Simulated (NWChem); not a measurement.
# chloroform (CHCl3); SMILES ClC(Cl)Cl

Computed with NWChem. Geometry: optimised at PBE0/def2-SVP.

For level PBE/def2-TZVPD:

| Quantity | Value |
|---|---|
| highest occupied level (eV) | -7.51 |
| orbital gap (eV) | 5.33 |

Problem. How do the values read with level B3LYP/def2-TZVPD instead?

Solution. The highest occupied level (eV) comes out as -8.65 and the orbital gap (eV) is 7.24.
